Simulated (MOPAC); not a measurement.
MOPAC input (PM7):

```
PM7 1SCF CHARGE=1 GEO-OK AUX(PRECISION=9) THREADS=1
H2P

P    -0.00494663 1   -0.00315703 1    0.11662516 1
H     0.03811855 1    1.04938416 1   -0.84687971 1
H     0.03608089 1   -1.00202865 1   -0.90249773 1
```

Question: What heat of formation does the run end on, and which ionisation energy by Koopmans theorem?

Answer: 284.13 kcal/mol; 16.55 eV.
